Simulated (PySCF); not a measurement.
Compound: CFCl3.
Atom-mapped SMILES: `[F:1][C:2]([Cl:3])([Cl:4])[Cl:5]`

All values: PBE0/pcSseg-1 (PySCF, non-relativistic), on one gas-phase GFN2-xTB geometry that isn't relaxed in the solvent. The solvent is an IEF-PCM continuum (cavity from Bondi-type radii × 1.2). Only the electrostatic response of the medium enters.

Gas phase at PBE0/pcSseg-1: HOMO -9.28 eV, LUMO -1.38 eV, dipole 0.41 D.

Problem. What does the continuum do to the energy, the frontier levels and the dipole at PBE0/pcSseg-1 in cyclohexane, benzene, chloroform, tetrahydrofuran, dichloromethane, acetone, methanol, acetonitrile, dimethylsulfoxide and water?

Solution. 
```json
{"solvent": "cyclohexane", "ε": "2.017", "E(solvent) − E(gas) (kcal/mol)": "-0.32", "polarisation term (kcal/mol)": "-0.32", "distortion of the solute (kcal/mol)": "0.00", "HOMO (eV)": "-9.24", "LUMO (eV)": "-1.33", "dipole (D)": "0.44"}
{"solvent": "benzene", "ε": "2.271", "E(solvent) − E(gas) (kcal/mol)": "-0.37", "polarisation term (kcal/mol)": "-0.37", "distortion of the solute (kcal/mol)": "0.00", "HOMO (eV)": "-9.23", "LUMO (eV)": "-1.32", "dipole (D)": "0.44"}
{"solvent": "chloroform", "ε": "4.711", "E(solvent) − E(gas) (kcal/mol)": "-0.60", "polarisation term (kcal/mol)": "-0.61", "distortion of the solute (kcal/mol)": "0.01", "HOMO (eV)": "-9.22", "LUMO (eV)": "-1.30", "dipole (D)": "0.46"}
{"solvent": "tetrahydrofuran", "ε": "7.426", "E(solvent) − E(gas) (kcal/mol)": "-0.69", "polarisation term (kcal/mol)": "-0.71", "distortion of the solute (kcal/mol)": "0.02", "HOMO (eV)": "-9.21", "LUMO (eV)": "-1.29", "dipole (D)": "0.47"}
{"solvent": "dichloromethane", "ε": "8.93", "E(solvent) − E(gas) (kcal/mol)": "-0.72", "polarisation term (kcal/mol)": "-0.74", "distortion of the solute (kcal/mol)": "0.02", "HOMO (eV)": "-9.21", "LUMO (eV)": "-1.29", "dipole (D)": "0.47"}
{"solvent": "acetone", "ε": "20.49", "E(solvent) − E(gas) (kcal/mol)": "-0.81", "polarisation term (kcal/mol)": "-0.83", "distortion of the solute (kcal/mol)": "0.02", "HOMO (eV)": "-9.21", "LUMO (eV)": "-1.28", "dipole (D)": "0.48"}
{"solvent": "methanol", "ε": "32.61", "E(solvent) − E(gas) (kcal/mol)": "-0.84", "polarisation term (kcal/mol)": "-0.86", "distortion of the solute (kcal/mol)": "0.02", "HOMO (eV)": "-9.21", "LUMO (eV)": "-1.28", "dipole (D)": "0.48"}
{"solvent": "acetonitrile", "ε": "35.69", "E(solvent) − E(gas) (kcal/mol)": "-0.85", "polarisation term (kcal/mol)": "-0.87", "distortion of the solute (kcal/mol)": "0.02", "HOMO (eV)": "-9.21", "LUMO (eV)": "-1.28", "dipole (D)": "0.48"}
{"solvent": "dimethylsulfoxide", "ε": "46.83", "E(solvent) − E(gas) (kcal/mol)": "-0.86", "polarisation term (kcal/mol)": "-0.88", "distortion of the solute (kcal/mol)": "0.02", "HOMO (eV)": "-9.21", "LUMO (eV)": "-1.28", "dipole (D)": "0.48"}
{"solvent": "water", "ε": "78.36", "E(solvent) − E(gas) (kcal/mol)": "-0.87", "polarisation term (kcal/mol)": "-0.89", "distortion of the solute (kcal/mol)": "0.02", "HOMO (eV)": "-9.21", "LUMO (eV)": "-1.28", "dipole (D)": "0.48"}
```

The polarisation term is half the interaction of the solute with the surface charges that it induces; the rest is the cost of distorting the solute's density. The sum is the electrostatic part of solvation alone. From cyclohexane to water the lowering changes by a factor 2.71, Onsager's factor (ε − 1)/(2ε + 1) by 2.43 and ε itself by 38.9.
